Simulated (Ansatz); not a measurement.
A calculation on rock-salt SrO returned lattice constant a 5.154 Å, cohesive energy 4.91 eV/atom.

For reference: lattice constant a 5.16 Å (measured, 300 K, not corrected to a static lattice; as tabulated in Santana et al. (2016), arXiv:1608.06321); cohesive energy 5.23 ± 0.03 eV/atom (worked out here from tabulated enthalpies at 298 K, copied from a table, unchecked, brought to a static lattice with a Debye model, atoms in their spin–orbit ground levels; inputs from the CRC Handbook).

**Question.** Which level of theory produced these numbers?
A) PBE-D4 (Ansatz (a first-principles code))
B) HSE06 (Ansatz)
C) r²SCANh (Ansatz)
D) r²SCAN+rVV10 (Ansatz)

**Answer.** B, HSE06 (Ansatz)

The others give: r²SCAN+rVV10 5.140 Å, 5.44 eV/atom; PBE-D4 5.161 Å, 5.25 eV/atom; r²SCANh 5.150 Å, 5.19 eV/atom.

Unless a cell is named, each level is at its own relaxed cell (HSE06 17.11, PBE-D4 17.19, r²SCAN+rVV10 16.98, r²SCANh 17.08 Å³/atom).

Ansatz's density-functional and Hartree–Fock values are scalar-relativistic unless marked +SOC, with PAW data made under PBE.
